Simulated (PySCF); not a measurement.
Potential energy of BP⁻ along the bond

Set-up: PySCF, spin-free X2C with a Gaussian nucleus, basis sets B aug-cc-pVDZ-DK, P aug-cc-pVDZ-DK. Energies in eV from B + P⁻ in their ground configurations at the same level. State: ²Σ⁺ (doublet), unpaired electrons σ ↑.

All columns are PBE0. A positive dipole points towards P; it is taken about the centre of mass and depends on that origin.

```json
{"R (Å)": "1.474", "E (eV)": "-3.976", "μ (D)": "0.94", "Mulliken charge on B (basis-dependent)": "-1.16", "HOMO (eV)": "-0.96", "LUMO (eV)": "2.86", "Mayer bond order": "2.60", "⟨S²⟩": "0.77"}
{"R (Å)": "1.543", "E (eV)": "-4.726", "μ (D)": "0.92", "Mulliken charge on B (basis-dependent)": "-1.00", "HOMO (eV)": "-0.87", "LUMO (eV)": "2.72", "Mayer bond order": "2.63", "⟨S²⟩": "0.77"}
{"R (Å)": "1.611", "E (eV)": "-5.145", "μ (D)": "0.90", "Mulliken charge on B (basis-dependent)": "-0.87", "HOMO (eV)": "-0.79", "LUMO (eV)": "2.58", "Mayer bond order": "2.63", "⟨S²⟩": "0.77"}
{"R (Å)": "1.663", "E (eV)": "-5.294", "μ (D)": "0.90", "Mulliken charge on B (basis-dependent)": "-0.79", "HOMO (eV)": "-0.73", "LUMO (eV)": "2.47", "Mayer bond order": "2.62", "⟨S²⟩": "0.77"}
{"R (Å)": "1.714", "E (eV)": "-5.334", "μ (D)": "0.89", "Mulliken charge on B (basis-dependent)": "-0.72", "HOMO (eV)": "-0.68", "LUMO (eV)": "2.36", "Mayer bond order": "2.60", "⟨S²⟩": "0.78"}
{"R (Å)": "1.765", "E (eV)": "-5.289", "μ (D)": "0.89", "Mulliken charge on B (basis-dependent)": "-0.66", "HOMO (eV)": "-0.64", "LUMO (eV)": "2.25", "Mayer bond order": "2.58", "⟨S²⟩": "0.78"}
{"R (Å)": "1.834", "E (eV)": "-5.130", "μ (D)": "0.90", "Mulliken charge on B (basis-dependent)": "-0.60", "HOMO (eV)": "-0.59", "LUMO (eV)": "2.11", "Mayer bond order": "2.54", "⟨S²⟩": "0.78"}
{"R (Å)": "1.920", "E (eV)": "-4.821", "μ (D)": "0.90", "Mulliken charge on B (basis-dependent)": "-0.53", "HOMO (eV)": "-0.54", "LUMO (eV)": "1.94", "Mayer bond order": "2.48", "⟨S²⟩": "0.79"}
{"R (Å)": "2.022", "E (eV)": "-4.360", "μ (D)": "0.90", "Mulliken charge on B (basis-dependent)": "-0.49", "HOMO (eV)": "-0.49", "LUMO (eV)": "1.76", "Mayer bond order": "2.39", "⟨S²⟩": "0.79"}
{"R (Å)": "2.160", "E (eV)": "-3.686", "μ (D)": "0.87", "Mulliken charge on B (basis-dependent)": "-0.44", "HOMO (eV)": "-0.44", "LUMO (eV)": "1.56", "Mayer bond order": "2.26", "⟨S²⟩": "0.80"}
```

A fit through these points gives, at Re = 1.710 Å, μ = 0.89 D and dμ/dR = -0.0423 D/Å; the reduced mass is 8.122 u.

**Question.** How strong is the fundamental in the double-harmonic approximation, I = 42.26·(dμ/dR)²/μred km/mol?

**Answer.** I = 42.26·(-0.0423)²/8.122 = 0.00931 km/mol at PBE0.

For an ion De counts to the pair picked by the measured ionisation energies or electron affinities, which need not be the lowest pair at this level. The state is the lowest determinant that a PBE0 search found; another state may lie lower at other levels.
